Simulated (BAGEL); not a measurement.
# H3O+ (oxonium) at CASPT2(8,7)/6-31G(d) (density fitting with cc-pvqz-jkfit, spherical functions)

What is the energy change on altering one bond length of H3O+ (oxonium) at CASPT2(8,7)/6-31G* (density fitting with cc-pvqz-jkfit, spherical functions)? 

The calculation is run with BAGEL 1.2.2.

2 further runs of the same task are left out: 2 set aside as unsound or not needed.

## (1) The molecule

The species is H3O+ (4 atoms), meant as a singlet with charge +1. SMILES: `[OH3+]`. The shape is that of a PBE0-D4/def2-TZVP optimisation.

Bond lengths: O1–H2 0.978 Å, O1–H3 0.978 Å, O1–H4 0.978 Å. Angles: H2–O1–H3 113.0°, H2–O1–H4 113.0°, H3–O1–H4 113.0°.

## (2) The energy at CASPT2(8,7)/6-31G(d) (density fitting with cc-pvqz-jkfit, spherical functions)

File input.json:

```json
{ "bagel" : [

{
  "title" : "molecule",
  "basis" : "6-31gs.json",
  "df_basis" : "cc-pvqz-jkfit",
  "angstrom" : true,
  "geometry" : [
    { "atom" : "O", "xyz" : [    0.181970,   -0.056700,   -0.052760 ] },
    { "atom" : "H", "xyz" : [    0.219060,    0.918440,    0.015140 ] },
    { "atom" : "H", "xyz" : [   -0.408890,   -0.368290,   -0.767380 ] },
    { "atom" : "H", "xyz" : [    0.007860,   -0.493450,    0.805020 ] }
  ]
},
{
  "title" : "hf",
  "charge" : 1
},
{
  "title" : "casscf",
  "nstate" : 1,
  "nact" : 7,
  "nclosed" : 1,
  "charge" : 1,
  "maxiter" : 200,
  "natocc" : true
},
{
  "title" : "print",
  "file" : "orbitals.molden",
  "orbitals" : true
},
{
  "title" : "smith",
  "method" : "caspt2",
  "ms" : true,
  "xms" : true,
  "sssr" : true,
  "shift" : 0.0,
  "ncore" : 1
}

]}
```

The basis set 6-31G* is read from a file made from the Basis Set Exchange's data (not shown).

Run with:

```console
$ BAGEL_NUM_THREADS=1 BAGEL input.json > input.out
```

Standard output:

```text
* using 1 threads per process

  ===============================================================
  ===============================================================

  *** Geometry ***

  { "atom" : "O", "xyz" : [      0.343873,     -0.107147,     -0.099702 ] },
  { "atom" : "H", "xyz" : [      0.413963,      1.735600,      0.028610 ] },
  { "atom" : "H", "xyz" : [     -0.772690,     -0.695967,     -1.450138 ] },
  { "atom" : "H", "xyz" : [      0.014853,     -0.932485,      1.521267 ] },

  Number of auxiliary basis functions:      259

  Since a DF basis is specified, we compute 2- and 3-index integrals:
    o Being stored without compression. Storage requirement is 0.001 GB

  Number of basis functions:       20
  Number of electrons      :       11

    * METHOD: MOLECULE                             0.03

  *** RHF ***

  === Nuclear Repulsion ===
    13.9563073607

      * DIIS with orbital gradients will be used.

  === RHF iteration (6-31gs.json) ===
      0        -76.23140074          0.04452317           0.00
      1        -76.27588471          0.02014443           0.00
      2        -76.28655674          0.00398564           0.00
      3        -76.28699797          0.00034774           0.00
      4        -76.28700279          0.00007904           0.00
      5        -76.28700323          0.00001500           0.00
      6        -76.28700325          0.00000345           0.00
      7        -76.28700325          0.00000045           0.00
      8        -76.28700325          0.00000017           0.00
      9        -76.28700325          0.00000003           0.00
     10        -76.28700325          0.00000000           0.00
    * SCF iteration converged.

    * Permanent dipole moment:
           (    0.583553,    -0.181859,    -0.169184) a.u.

    * METHOD: HF                                   0.03

  ---------------------------
      CASSCF calculation
  ---------------------------

    * nstate   :      1
    * nclosed  :      1
    * nact     :      7
    * nvirt    :     12
  === CASSCF iteration (6-31gs.json) ===

    * Using the second-order algorithm

      0  0       -76.30254163     7.44e-03      0.01

      1  0       -76.36377325     6.67e-03      0.03

      2  0       -76.37337626     1.37e-03      0.03

      3  0       -76.37395819     8.47e-04      0.03

      4  0       -76.37410503     5.14e-04      0.03

      5  0       -76.37415387     3.12e-04      0.03

      6  0       -76.37417049     1.86e-04      0.03

      7  0       -76.37417620     1.10e-04      0.03

      8  0       -76.37417817     6.49e-05      0.03

      9  0       -76.37417885     3.81e-05      0.03

     10  0       -76.37417908     2.24e-05      0.03

     11  0       -76.37417917     1.31e-05      0.03

     12  0       -76.37417919     7.73e-06      0.03

     13  0       -76.37417920     4.55e-06      0.03

     14  0       -76.37417921     2.68e-06      0.03

     15  0       -76.37417921     1.58e-06      0.03

     16  0       -76.37417921     9.29e-07      0.03

     17  0       -76.37417921     5.48e-07      0.03

     18  0       -76.37417921     3.23e-07      0.03

     19  0       -76.37417921     1.90e-07      0.03

     20  0       -76.37417921     1.12e-07      0.03

     21  0       -76.37417921     6.63e-08      0.03

     22  0       -76.37417921     3.91e-08      0.03

     23  0       -76.37417921     2.31e-08      0.02

     24  0       -76.37417921     1.35e-08      0.02

     25  0       -76.37417921     8.01e-09      0.02

    * Second-order optimization converged. *

     guess   0:   closed 1111...              open .......

  === FCI iteration ===

      0  0       -76.28625719     1.47e-02      0.00
      1  0       -76.36903143     4.01e-03      0.00
      2  0       -76.37395538     8.44e-04      0.00
      3  0       -76.37416683     1.92e-04      0.00
      4  0       -76.37417816     5.52e-05      0.00
      5  0       -76.37417914     1.38e-05      0.00
      6  0       -76.37417921     3.20e-06      0.00
      7  0       -76.37417921     6.62e-07      0.00
      8  0       -76.37417921     1.30e-07      0.00
      9  0       -76.37417921     2.25e-08      0.00
     10  0       -76.37417921     3.78e-09      0.00
     11  0       -76.37417921     7.94e-10      0.00
     12  0       -76.37417921     1.89e-10      0.00
     13  0 *     -76.37417921     4.33e-11      0.00

     * ci vector, state   0, <S^2> = 0.0000
       2222...    -0.9849105805
       22.2.2.     0.0655452762
       222.2..     0.0655400326
       2.22..2     0.0591975325

    * METHOD: CASSCF                               0.70

    * METHOD: PRINT                                0.00

  === SMITH program ===

    * freezing 1 orbital

    * Approximate memory requirement for SMITH calulation per MPI process:
      o Storage requirement for T-amplitude, lambda, and residual is 0.00 GB
      o Storage requirement for MO integrals is 0.00 GB
    * Calculating and saving rdm4f

    * Zeroth order energy : state  0      -10.3585210397

    * CASPT2 iteration is performed using redundant basis

      ---- iteration ----

        0    -0.09545317     0.01350928      0.02
        1    -0.09616490     0.00129328      0.02
        2    -0.09617571     0.00014649      0.02
        3    -0.09617583     0.00002101      0.02
        4    -0.09617583     0.00000233      0.02
        5    -0.09617583     0.00000029      0.02

      -------------------

    * CASPT2 energy : state  0      -76.4703550428
        reference weight              0.9786261226

    * METHOD: SMITH                                0.43

  ===============================================================
```

Run time: 1.4 s. Hardware: 1 thread of Arm Neoverse V2, shared host.

## (3) The distorted shape at the same level

File calc.json:

```json
{ "bagel" : [

{
  "title" : "molecule",
  "basis" : "6-31gs.json",
  "df_basis" : "cc-pvqz-jkfit",
  "angstrom" : "true",
  "geometry" : [
    { "atom" : "O", "xyz" : [    0.270577,   -0.009973,    0.054407 ] },
    { "atom" : "H", "xyz" : [    0.307667,    0.965167,    0.122307 ] },
    { "atom" : "H", "xyz" : [   -0.408890,   -0.368290,   -0.767380 ] },
    { "atom" : "H", "xyz" : [    0.096467,   -0.446723,    0.912187 ] }
  ]
},
{ "title" : "hf", "charge" : 1 },
{ "title" : "casscf", "nstate" : 1, "nact" : 7, "nclosed" : 1, "charge" : 1, "maxiter" : 200, "natocc" : "true" },
{ "title" : "print", "file" : "orbitals.molden", "orbitals" : "true" },
{ "title" : "smith", "method" : "caspt2", "ms" : "true", "xms" : "true", "sssr" : "true", "shift" : 0.0, "ncore" : 1 }

]}
```

The basis set 6-31G* is read from a file made from the Basis Set Exchange's data (not shown).

Run with:

```console
$ BAGEL_NUM_THREADS=1 BAGEL calc.json > calc.out
```

Standard output:

```text
* using 1 threads per process

  ===============================================================
  ===============================================================

  *** Geometry ***

  { "atom" : "O", "xyz" : [      0.511316,     -0.018846,      0.102814 ] },
  { "atom" : "H", "xyz" : [      0.581406,      1.823901,      0.231127 ] },
  { "atom" : "H", "xyz" : [     -0.772690,     -0.695967,     -1.450138 ] },
  { "atom" : "H", "xyz" : [      0.182296,     -0.844184,      1.723784 ] },

  Number of auxiliary basis functions:      259

  Since a DF basis is specified, we compute 2- and 3-index integrals:
    o Being stored without compression. Storage requirement is 0.001 GB

  Number of basis functions:       20
  Number of electrons      :       11

    * METHOD: MOLECULE                             0.03

  *** RHF ***

  === Nuclear Repulsion ===
    13.3460523628

      * DIIS with orbital gradients will be used.

  === RHF iteration (6-31gs.json) ===
      0        -76.21404578          0.04498281           0.00
      1        -76.25770499          0.02195913           0.00
      2        -76.27042001          0.00397431           0.00
      3        -76.27088305          0.00039121           0.00
      4        -76.27089015          0.00009387           0.00
      5        -76.27089084          0.00001758           0.00
      6        -76.27089087          0.00000391           0.00
      7        -76.27089087          0.00000062           0.00
      8        -76.27089087          0.00000021           0.00
      9        -76.27089087          0.00000006           0.00
     10        -76.27089087          0.00000001           0.00
     11        -76.27089087          0.00000000           0.00
    * SCF iteration converged.

    * Permanent dipole moment:
           (    0.682511,    -0.124359,    -0.040009) a.u.

    * METHOD: HF                                   0.03

  ---------------------------
      CASSCF calculation
  ---------------------------

    * nstate   :      1
    * nclosed  :      1
    * nact     :      7
    * nvirt    :     12
  === CASSCF iteration (6-31gs.json) ===

    * Using the second-order algorithm

      0  0       -76.29070450     9.10e-03      0.01

      1  0       -76.35496729     6.37e-03      0.03

      2  0       -76.36262788     1.37e-03      0.03

      3  0       -76.36306472     8.11e-04      0.03

      4  0       -76.36317798     4.72e-04      0.03

      5  0       -76.36321535     2.77e-04      0.03

      6  0       -76.36322832     1.64e-04      0.03

      7  0       -76.36323301     9.83e-05      0.03

      8  0       -76.36323477     6.02e-05      0.03

      9  0       -76.36323546     3.77e-05      0.03

     10  0       -76.36323573     2.41e-05      0.03

     11  0       -76.36323584     1.56e-05      0.03

     12  0       -76.36323589     1.03e-05      0.03

     13  0       -76.36323591     6.77e-06      0.03

     14  0       -76.36323592     4.49e-06      0.03

     15  0       -76.36323592     2.98e-06      0.03

     16  0       -76.36323592     1.97e-06      0.03

     17  0       -76.36323592     1.31e-06      0.03

     18  0       -76.36323592     8.68e-07      0.03

     19  0       -76.36323592     5.75e-07      0.03

     20  0       -76.36323592     3.81e-07      0.03

     21  0       -76.36323592     2.52e-07      0.03

     22  0       -76.36323592     1.67e-07      0.02

     23  0       -76.36323592     1.10e-07      0.03

     24  0       -76.36323592     7.27e-08      0.02

     25  0       -76.36323592     4.80e-08      0.02

     26  0       -76.36323592     3.16e-08      0.02

     27  0       -76.36323592     2.09e-08      0.02

     28  0       -76.36323592     1.38e-08      0.02

     29  0       -76.36323592     9.07e-09      0.02

    * Second-order optimization converged. *

     guess   0:   closed 1111...              open .......

  === FCI iteration ===

      0  0       -76.26985166     1.47e-02      0.00
      1  0       -76.35685015     4.29e-03      0.00
      2  0       -76.36292870     9.63e-04      0.00
      3  0       -76.36321578     2.39e-04      0.00
      4  0       -76.36323396     7.27e-05      0.00
      5  0       -76.36323579     1.89e-05      0.00
      6  0       -76.36323591     4.39e-06      0.00
      7  0       -76.36323592     1.00e-06      0.00
      8  0       -76.36323592     2.38e-07      0.00
      9  0       -76.36323592     5.95e-08      0.00
     10  0       -76.36323592     1.45e-08      0.00
     11  0       -76.36323592     3.40e-09      0.00
     12  0       -76.36323592     6.84e-10      0.00
     13  0       -76.36323592     1.56e-10      0.00
     14  0 *     -76.36323592     3.75e-11      0.00

     * ci vector, state   0, <S^2> = 0.0000
       2222...     0.9828270432
       222.2..    -0.0937619587
       22.2.2.    -0.0657365569
       2.22..2    -0.0612253912

    * METHOD: CASSCF                               0.79

    * METHOD: PRINT                                0.00

  === SMITH program ===

    * freezing 1 orbital

    * Approximate memory requirement for SMITH calulation per MPI process:
      o Storage requirement for T-amplitude, lambda, and residual is 0.00 GB
      o Storage requirement for MO integrals is 0.00 GB
    * Calculating and saving rdm4f

    * Zeroth order energy : state  0      -10.0406345106

    * CASPT2 iteration is performed using redundant basis

      ---- iteration ----

        0    -0.09593481     0.01381120      0.02
        1    -0.09670226     0.00136787      0.02
        2    -0.09671502     0.00016960      0.02
        3    -0.09671519     0.00002489      0.02
        4    -0.09671519     0.00000279      0.02
        5    -0.09671519     0.00000036      0.02

      -------------------

    * CASPT2 energy : state  0      -76.4599511149
        reference weight              0.9780943976

    * METHOD: SMITH                                0.42

  ===============================================================
```

Wall time 1.4 s (1 thread of Arm Neoverse V2, shared host).

## (4) Results

At CASPT2(8,7)/6-31G* (density fitting with cc-pvqz-jkfit, spherical functions), 1 core orbital frozen:

```
                                                         quantity         value
                                        first shape: total energy  -76.47036 Eh
                                    distorted shape: total energy  -76.45995 Eh
energy change with the O1–H3 bond stretched from 0.978 to 1.125 Å      0.283 eV
```

What this shows: With the O1–H3 bond stretched from 0.978 to 1.125 Å the energy rises by 0.28 eV (6.5 kcal/mol). The first shape isn't relaxed at this level, so the change isn't measured from a minimum.
